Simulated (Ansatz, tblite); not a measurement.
# The cluster Ag3Pd: rung by rung

The task here is to estimate one member of a computed series from the others.

The runs use Ansatz 0.2.0, Gaussian basis; as each input shows.

Levels to be run: GFN1-xTB, GFN2-xTB, PBE-D4/def2-TZVP, r2SCAN-D4/def2-TZVP, revPBE-D4/def2-TZVP, r2SCANh-D4/def2-TZVP, LC-ωPBE/def2-TZVP, BHLYP-D4/def2-TZVP, r2SCAN0-D4/def2-TZVP, PBE-D4/def2-SVP, PBE0-D4/def2-SVP, PBE0-D4/def2-TZVPD, PBE-D4/def2-TZVPD, r2SCAN-D4/def2-TZVPD, MP2/def2-TZVP, RPA/def2-TZVP.

2 further runs of the same task are left out: 2 set aside as unsound or not needed. Runs told in other sessions of the task aren't counted.

**The geometry**

The doublet was relaxed beforehand with r2SCAN-D4/def2-SVP. At that level it is the lowest of the isomers that a small search found.

4 atoms, charge 0, spin multiplicity 2.

Bond lengths: Pd1–Ag2 2.627 Å, Pd1–Ag3 2.643 Å, Pd1–Ag4 2.644 Å, Ag2–Ag3 2.675 Å, Ag2–Ag4 2.676 Å. Angles: Ag2–Pd1–Ag3 61.0°, Ag2–Pd1–Ag4 61.0°, Ag3–Pd1–Ag4 118.1°, Pd1–Ag2–Ag3 59.8°, Pd1–Ag2–Ag4 59.8°, Ag3–Ag2–Ag4 115.8°, Pd1–Ag3–Ag2 59.2°, Pd1–Ag4–Ag2 59.2°.

Ag, Pd take a core potential in the def2 sets. No spin-orbit coupling is included.

PBE0-D4/def2-TZVP was run before; its log isn't repeated, and its numbers join the tables.

Set-up of the first run:

Tight binding, by tblite at 300 K electronic temperature and without a spin-polarisation term:

```python
tblite.interface.Calculator('GFN1-xTB', numbers, positions, charge=0, uhf=1).singlepoint()
```

Tight binding, by tblite at 300 K electronic temperature and without a spin-polarisation term:

```python
tblite.interface.Calculator('GFN2-xTB', numbers, positions, charge=0, uhf=1).singlepoint()
```

start.molden holds the orbitals of an earlier run on this state, given as this run's starting guess.

in.yaml

```yaml
crystal:
  periodic: [false, false, false]
  atoms:
    - {symbol: Pd, position_ang: [-0.676786, 0.858329, -0.734875]}
    - {symbol: Ag, position_ang: [0.567752, -0.575703, 1.080143]}
    - {symbol: Ag, position_ang: [-1.844843, -1.321544, 0.197130]}
    - {symbol: Ag, position_ang: [1.953877, 1.038908, -0.542398]}
basis:
  gaussian: {orbitals: def2-TZVP, initial_orbitals: start.molden}
magnetization: {spin_polarized: true, initial_magnetization: 1}
hamiltonian: {xc: pbe, dispersion: d4}
scf: {omitted_lower_state_checks: [starts]}
output: {forces: true, orbitals: {seedname: orbitals}}
```

Launch:

```bash
ansatz run in.yaml --threads 4 --pin off --events-out ev --progress --plain --max-ram 3916MiB
```

Among the steps run: PBE-D4/def2-TZVP; r2SCAN-D4/def2-TZVP; revPBE-D4/def2-TZVP; r2SCANh-D4/def2-TZVP; LC-ωPBE/def2-TZVP; BHLYP-D4/def2-TZVP; r2SCAN0-D4/def2-TZVP; PBE-D4/def2-SVP; PBE0-D4/def2-SVP; PBE0-D4/def2-TZVPD; PBE-D4/def2-TZVPD; r2SCAN-D4/def2-TZVPD; MP2/def2-TZVP; RPA/def2-TZVP.

One table of the session follows, with a row left open; its other results are not shown here.

It belongs to the step «Binding energy». 

| level | binding an atom (eV) |
| --- | --- |
| HF/def2-TZVP | 0.215 |
| PBE-D4/def2-SVP | 1.337 |
| PBE-D4/def2-TZVP | 1.350 |
| PBE-D4/def2-TZVPD | 1.350 |
| revPBE-D4/def2-TZVP | 1.218 |
| r2SCAN-D4/def2-TZVP | 1.389 |
| r2SCAN-D4/def2-TZVPD | 1.389 |
| r2SCANh-D4/def2-TZVP | ? |
| PBE0-D4/def2-SVP | 1.124 |
| PBE0-D4/def2-TZVP | 1.136 |
| PBE0-D4/def2-TZVPD | 1.136 |
| r2SCAN0-D4/def2-TZVP | 1.161 |
| BHLYP-D4/def2-TZVP | 0.929 |
| LC-ωPBE/def2-TZVP | 0.969 |
| RPA/def2-TZVP | 1.030 |
| MP2/def2-TZVP | 1.167 |

Q: Estimate the row for r2SCANh-D4/def2-TZVP from the others.

Worked estimate for «binding an atom (eV)». Against the share of exact exchange, r2SCAN-D4/def2-TZVP (0, 1.389), r2SCAN0-D4/def2-TZVP (0.25, 1.161) give a slope of -0.912 per unit share; at 0.1 the line stands at 1.298.

As computed: binding an atom (eV): 1.293. In «binding an atom (eV)» the line misses by +0.005.

To keep in mind: Free atoms were run apart at each level; binding is atoms less cluster, divided by the number of atoms, without zero-point or spin-orbit terms.
